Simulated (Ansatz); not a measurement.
# AlC (quartet): from Hartree-Fock to the top rungs, cc-pVTZ

Aim: climb from Hartree-Fock through coupled cluster and multireference methods for AlC (quartet) at one geometry and basis, and see what each rung misses.

Method: cc-pVTZ, core rule «outside noble gas», up to 6 orbitals frozen; program: Ansatz 0.2.0, Gaussian basis.

The runs, in order: UHF; CCSD(T) on ROHF; CCSD(T) on UHF; BCCD(T) on ROHF; CISD; CCSDT(Q) on ROHF; CCSDT(Q) on UHF; CASSCF and MRCISD+Q, 7 electrons in 8 orbitals; CASSCF and NEVPT4(SD), 7 electrons in 8 orbitals; CASSCF and NEVPT2, 7 electrons in 8 orbitals.

13 further runs of the same task are left out: 5 that didn't finish, 8 set aside as unsound or not needed.

### 1 The geometry

The geometry is a PBE0/def2-TZVP stationary point (not a proven minimum) of the parent state, kept for this charge and spin.

2 atoms, charge 0, spin multiplicity 4.

Atoms are counted from 1 here; the program's logs count them from 0.

Bond lengths: Al1–C2 1.956 Å.

### 2 UHF

Input file in.yaml:

```yaml
crystal:
  periodic: [false, false, false]
  atoms:
    - {symbol: Al, position_ang: [0.000000, 0.000000, 0.000000]}
    - {symbol: C, position_ang: [0.000000, 0.000000, 1.955903]}
basis:
  gaussian: {orbitals: cc-pVTZ}
magnetization: {spin_polarized: true, initial_magnetization: 3}
hamiltonian: {xc: hf}
output: {orbitals: {seedname: orbitals}}
```

Launch:

```
> ansatz run in.yaml --threads 1 --pin off --events-out ev --progress --plain --max-ram 2393MiB
```

Further steps of the session: CCSD(T) on ROHF; CCSD(T) on UHF; BCCD(T) on ROHF; CISD; CCSDT(Q) on ROHF; CCSDT(Q) on UHF; CASSCF and MRCISD+Q, 7 electrons in 8 orbitals; CASSCF and NEVPT4(SD), 7 electrons in 8 orbitals; CASSCF and NEVPT2, 7 electrons in 8 orbitals.

Before running them: what should the planned runs give, taken together? Wanted: UCCSDT(Q) below the RHF energy; RMP2 from UCCSDT(Q); UMP2 from UCCSDT(Q); RCCSD from UCCSDT(Q); RCCSD(T) from UCCSDT(Q); UCCSD(T) from UCCSDT(Q); RCCSDT(Q) from UCCSDT(Q); NEVPT2 valence from UCCSDT(Q); NEVPT4(SD) valence from UCCSDT(Q).

**Answer**, as computed:

```
                         quantity                      value
   UCCSDT(Q) below the RHF energy                 -4.6405 eV
              RMP2 from UCCSDT(Q)                +1074.8 meV
              UMP2 from UCCSDT(Q)                +1056.9 meV
             RCCSD from UCCSDT(Q)                 +251.0 meV
          RCCSD(T) from UCCSDT(Q)                  +58.6 meV
          UCCSD(T) from UCCSDT(Q)                  +56.4 meV
         RCCSDT(Q) from UCCSDT(Q)                   +2.7 meV
    NEVPT2 valence from UCCSDT(Q)                 +722.8 meV
NEVPT4(SD) valence from UCCSDT(Q)                 +128.6 meV
  MRCISD+Q valence from UCCSDT(Q)                  +69.8 meV
levels within 1 kcal/mol (43 meV)  RCCSDT, UCCSDT, RCCSDT(Q)
                    T1 diagnostic                      0.050
   effectively unpaired electrons                       3.07
```

What this shows: RCCSD(T) misses by +58.6 meV, 1.3 % of the correlation energy. The occupations are near whole numbers, but T1 = 0.050 shows that the orbitals relax strongly. Of the multireference levels listed MRCISD+Q valence comes nearest in total energy (+69.8 meV), which doesn't show that its space is the better one. These misses are within one basis, not against nature; the frozen cores of restricted and unrestricted runs differ, which can shift their rows.
